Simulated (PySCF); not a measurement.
**SMILES ClC(=COC)Cl, C3H4Cl2O**

Cartesian coordinates in Å; atom numbers follow the order of the lines, from 1:
```xyz
10

C    -1.674   -0.012    0.212
O    -0.747   -1.075    0.188
C     0.556   -0.893   -0.011
C     1.309    0.202   -0.226
Cl    3.016    0.001   -0.442
Cl    0.781    1.845   -0.316
H    -2.652   -0.475    0.395
H    -1.699    0.526   -0.747
H    -1.453    0.701    1.020
H     1.092   -1.846    0.011
```

Method: GIAO PBE/aug-pcSseg-1 magnetisability, rotational g tensor and spin-rotation constants, non-relativistic, gas phase (PySCF 2.14.0). Geometry: PBE0-D3(BJ)/def2-SVP.

(1) Give the nuclear spin-rotation constants along the inertial axes (H = +C I·J) beside the isotropic shieldings.

(2) How do the rotational constants and the g tensor change when H7, H8, H9, H10 are replaced by deuterium?

## Answers

(1) Rotational constants 3.6060, 1.5793, 1.1060 GHz. A star marks the isotopologue with that one atom substituted, in its own axes.
| atom | isotope | Caa (kHz) | Cbb (kHz) | Ccc (kHz) | mean (kHz) | σ (ppm) |
| --- | --- | --- | --- | --- | --- | --- |
| Cl5 | 35Cl | 0.474 | 0.494 | 0.516 | 0.495 | 634.3 |
| Cl6 | 35Cl | 1.321 | 0.231 | 0.410 | 0.654 | 649.4 |
| H7 | 1H | 0.185 | -0.153 | -0.118 | -0.029 | 27.5 |
| H8 | 1H | -0.318 | -0.093 | 0.011 | -0.133 | 26.7 |
| H9 | 1H | -0.318 | -0.093 | 0.011 | -0.133 | 26.7 |
| H10 | 1H | -0.289 | 0.129 | -0.118 | -0.092 | 24.6 |
| C1 | 13C* | 0.799 | 0.284 | 0.255 | 0.446 | 121.6 |
| O2 | 17O* | -0.596 | -0.346 | -0.080 | -0.341 | 209.1 |
| C3 | 13C* | 1.379 | 0.658 | 0.257 | 0.765 | 34.9 |
| C4 | 13C* | 1.278 | 0.470 | 0.288 | 0.679 | 61.3 |

For the geometry as given, no vibrational averaging.

(2) Constants 3.4296, 1.4557, 1.0355 GHz; g -0.0300, -0.0115, -0.0117, against -0.0316, -0.0123, -0.0124 before.
